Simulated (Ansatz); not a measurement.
Mulliken charges of C₂H₅NS, SMILES `C=NCS` from PBE/def2-TZVPP in Ansatz (PBE0-D4/def2-TZVP geometry).

```csv
atom,x (Å),y (Å),z (Å),charge (e)
C1,-0.132,1.215,-0.997,-0.097
N2,-0.653,0.323,-0.278,-0.154
C3,0.185,-0.767,0.140,-0.024
S4,0.452,-0.757,1.932,-0.183
H5,0.920,1.196,-1.314,0.049
H6,-0.740,2.056,-1.325,0.105
H7,-0.292,-1.707,-0.142,0.124
H8,1.194,-0.739,-0.296,0.073
H9,-0.845,-0.867,2.264,0.108
```

**Question.** By hand: the dipole of these point charges (1 e Å = 4.8032 D).

**Answer.** Σ q r = (-0.047, -0.095, -0.216) e Å, of length 0.241 e Å = 1.16 D.

**Question.** How does the dipole of the full density compare? (An estimate is asked.)

**Answer.** Computed: (0.078, 0.033, -0.312) e Å, 1.55 D; the point charges give 0.75 times that, at 39° from its direction.

Point charges leave out the atoms' own dipoles, such as those of lone pairs, and Mulliken's split depends on the basis, so the two needn't agree.
